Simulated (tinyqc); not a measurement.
Inside a calculation (part 2 of 2). Method: MP2 on RHF in the sto-3g basis, for H2F+, spin multiplicity 1. Computed by tinyqc, a small Python program that keeps every step (integrals from PySCF). Command: `OMP_NUM_THREADS=1 python tinyqc.py 26007 26008 out.jsonl` (the two numbers bound the seeds that draw the settings). One thread of a shared host (Intel(R) Xeon(R) Processor @ 2.60GHz), about 0.2 s of CPU time with the checks.

Geometry (angstrom):
```
atom         x          y         z
F     0.000000   0.000000  0.000000
H     0.000000   0.738000  0.487000
H     0.000000  -0.738000  0.487000
```

## Second-order Moller-Plesset energy

orbital energies (hartree): [-26.672042, -2.144595, -1.298086, -1.132665, -1.090968, 0.069674, 0.261291]

Two-electron integrals over orbitals (pq|rs), unique and non-zero (hartree):
```
(11|11) 5.360537    (21|11) -0.496836   (21|21) 0.073504    (22|11) 1.196811
(22|21) -0.017721   (22|22) 0.864252    (31|31) 0.017406    (32|31) 0.026193
(32|32) 0.165229    (33|11) 1.007794    (33|21) -0.007850   (33|22) 0.775537
(33|33) 0.765160    (41|11) 0.147796    (41|21) -0.017763   (41|22) 0.017348
(41|33) 0.005565    (41|41) 0.030333    (42|11) -0.082091   (42|21) 0.009340
(42|22) 0.022767    (42|33) -0.002476   (42|41) 0.029828    (42|42) 0.155173
(43|31) -0.004610   (43|32) 0.001275    (43|43) 0.047613    (44|11) 1.192116
(44|21) -0.015915   (44|22) 0.821651    (44|33) 0.737382    (44|41) -0.012954
(44|42) -0.094743   (44|44) 0.940524    (51|51) 0.029665    (52|51) 0.038746
(52|52) 0.178448    (53|53) 0.039643    (54|51) -0.010896   (54|52) -0.038040
(54|54) 0.058696    (55|11) 1.263994    (55|21) -0.013830   (55|22) 0.877246
(55|33) 0.762759    (55|41) 0.004182    (55|42) -0.045129   (55|44) 0.854897
(55|55) 0.997514    (61|11) -0.249380   (61|21) 0.039072    (61|22) -0.003966
(61|33) -0.002905   (61|41) 0.002319    (61|42) 0.018678    (61|44) -0.015672
(61|55) -0.006677   (61|61) 0.026103    (62|11) 0.326602    (62|21) -0.008273
(62|22) 0.157976    (62|33) 0.099687    (62|41) 0.017660    (62|42) 0.033753
(62|44) 0.120582    (62|55) 0.165724    (62|61) 0.002580    (62|62) 0.085935
(63|31) 0.004596    (63|32) -0.027372   (63|43) -0.014239   (63|63) 0.064081
(64|11) 0.221015    (64|21) -0.002005   (64|22) 0.113750    (64|33) 0.069551
(64|41) 0.007370    (64|42) 0.000860    (64|44) 0.124470    (64|55) 0.116378
(64|61) 0.002030    (64|62) 0.059275    (64|64) 0.055447    (65|51) 0.016022
(65|52) 0.059435    (65|54) 0.001978    (65|65) 0.030419    (66|11) 0.734057
(66|21) -0.005696   (66|22) 0.602777    (66|33) 0.577977    (66|41) 0.018272
(66|42) 0.071431    (66|44) 0.550514    (66|55) 0.571174    (66|61) 0.004456
(66|62) 0.061341    (66|64) 0.030642    (66|66) 0.557206    (71|31) -0.018263
(71|32) -0.025904   (71|43) 0.004986    (71|63) -0.004479   (71|71) 0.019197
(72|31) -0.016854   (72|32) -0.054506   (72|43) 0.026953    (72|63) -0.031407
(72|71) 0.016882    (72|72) 0.053761    (73|11) -0.421422   (73|21) 0.009083
(73|22) -0.186646   (73|33) -0.157751   (73|41) 0.001625    (73|42) 0.059817
(73|44) -0.204898   (73|55) -0.219400   (73|61) 0.006393    (73|62) -0.078330
(73|64) -0.067325   (73|66) -0.023585   (73|73) 0.155795    (74|31) 0.008904
(74|32) 0.061385    (74|43) -0.015858   (74|63) -0.034578   (74|71) -0.009204
(74|72) -0.012183   (74|74) 0.048599    (75|53) -0.025205   (75|75) 0.020080
(76|31) -0.011533   (76|32) -0.104827   (76|43) -0.036071   (76|63) 0.075838
(76|71) 0.011675    (76|72) -0.010115   (76|74) -0.055726   (76|76) 0.152932
(77|11) 0.844021    (77|21) -0.008555   (77|22) 0.641292    (77|33) 0.644894
(77|41) 0.003717    (77|42) 0.008711    (77|44) 0.620161    (77|55) 0.627127
(77|61) -0.003697   (77|62) 0.054726    (77|64) 0.028630    (77|66) 0.555038
(77|73) -0.075868   (77|77) 0.603714
```

Hartree-Fock energy = -98.84286476 hartree

E2 = sum_ijab (ia|jb) [2 (ia|jb) - (ib|ja)] / (e_i + e_j - e_a - e_b) over occupied i, j and virtual a, b; the opposite-spin part is (ia|jb)^2 / denominator, the rest is same-spin, and SCS-MP2 scales them by 6/5 and 1/3.

Terms:
```
i  j  a  b    (ia|jb)    (ib|ja)  denominator       term
3  3  7  7   0.155795   0.155795    -3.118754  -0.007783
2  3  6  7  -0.078330  -0.031407    -3.773646  -0.002600
3  2  7  6  -0.078330  -0.031407    -3.773646  -0.002600
3  4  7  6  -0.067325  -0.034578    -2.761716  -0.002440
4  3  6  7  -0.067325  -0.034578    -2.761716  -0.002440
2  2  6  6   0.085935   0.085935    -4.428538  -0.001668
3  3  6  6   0.064081   0.064081    -2.735519  -0.001501
4  4  6  6   0.055447   0.055447    -2.404678  -0.001278
2  4  6  6   0.059275   0.059275    -3.416608  -0.001028
4  2  6  6   0.059275   0.059275    -3.416608  -0.001028
4  4  7  7   0.048599   0.048599    -2.787912  -0.000847
2  2  7  7   0.053761   0.053761    -4.811772  -0.000601
5  5  6  6   0.030419   0.030419    -2.321282  -0.000399
5  5  7  7   0.020080   0.020080    -2.704517  -0.000149
2  3  7  6  -0.031407  -0.078330    -3.773646   0.000129
3  2  6  7  -0.031407  -0.078330    -3.773646   0.000129
2  4  7  7  -0.012183  -0.012183    -3.799842  -0.000039
4  2  7  7  -0.012183  -0.012183    -3.799842  -0.000039
3  4  6  7  -0.034578  -0.067325    -2.761716  -0.000023
4  3  7  6  -0.034578  -0.067325    -2.761716  -0.000023
1  1  6  6   0.026103   0.026103   -53.483432  -0.000013
2  1  7  7   0.016882   0.016882   -29.339219  -0.000010
1  2  7  7   0.016882   0.016882   -29.339219  -0.000010
1  1  7  7   0.019197   0.019197   -53.866666  -0.000007
1  3  6  7   0.006393  -0.004479   -28.301093  -3.90e-06
3  1  7  6   0.006393  -0.004479   -28.301093  -3.90e-06
4  1  7  7  -0.009204  -0.009204   -28.327289  -2.99e-06
1  4  7  7  -0.009204  -0.009204   -28.327289  -2.99e-06
1  3  7  6  -0.004479   0.006393   -28.301093  -2.43e-06
3  1  6  7  -0.004479   0.006393   -28.301093  -2.43e-06
2  1  6  6   0.002580   0.002580   -28.955985  -2.30e-07
1  2  6  6   0.002580   0.002580   -28.955985  -2.30e-07
1  4  6  6   0.002030   0.002030   -27.944055  -1.47e-07
4  1  6  6   0.002030   0.002030   -27.944055  -1.47e-07
```

Pair energies (hartree; pair i-j sums ij and ji):
```
pair  opposite spin  same spin
1-1       -0.000020   0.000000
2-1       -0.000020   0.000000
2-2       -0.002268   0.000000
3-1       -4.31e-06  -0.000008
3-2       -0.003775  -0.001167
3-3       -0.009284   0.000000
4-1       -0.000006   0.000000
4-2       -0.002135   0.000000
4-3       -0.004148  -0.000777
4-4       -0.002126   0.000000
5-5       -0.000548   0.000000
```

MP2 correlation energy = -0.02628498 hartree

SCS-MP2 correlation energy = -0.02985037 hartree

MP2 total energy = -98.86914975 hartree
